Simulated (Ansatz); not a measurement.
Input for Ansatz (development build ahead of 0.2.0):

```yaml
crystal:
  periodic: [false, false, false]
  atoms:
    - { symbol: Na, position_ang: [-0.00653, 0.00375, -1.55613] }
    - { symbol: Na, position_ang: [-0.00197, -0.0096, 1.5647] }
basis:
  gaussian: { orbitals: STO-3G }
hamiltonian:
  xc: hf
correlation:
  method: mp2
  frozen_orbitals: { Na: 1 }
```

The input is written out in the form of the current development build from the run's settings.

Output:

```
Converged                       : yes
Reference energy                : -319.31402 hartree
Correlation energy              : -0.12288 hartree
Total energy                    : -319.43691 hartree
Spin squared of the determinant : 0.000
```
